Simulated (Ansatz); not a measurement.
This Ansatz (a quantum-chemistry and plane-wave program) input (MP2/cc-pVTZ) gives -92.51161 Eh with 60 basis functions. A basis named .json is the Basis Set Exchange file of that set (core-valence sets with the plain set on hydrogen).

Ansatz 0.2 input:
```yaml
crystal:
  periodic: [false, false, false]
  atoms:
    - {symbol: C, position_ang: [-0.00000000, -0.00000000, -0.62581248]}
    - {symbol: N, position_ang: [0.00000000, 0.00000000, 0.53641070]}
basis:
  gaussian:
    orbitals: cc-pVTZ
    fitting: {mean_field: def2-universal-jkfit, correlation: aug-cc-pVTZ-RIFIT.json}
magnetization: {spin_polarized: true, initial_magnetization: 1}
correlation: {method: mp2, electrons: outside_noble_gas}
```

Change:
```diff
- fitting: {mean_field: def2-universal-jkfit, correlation: aug-cc-pVTZ-RIFIT.json}
+ fitting: {mean_field: def2-universal-jkfit, correlation: def2-SVP-RIFIT.json}
```

What does the run give now?

-92.51400 Eh (MP2/cc-pVTZ, 60 functions), a change of -2.39 mEh.
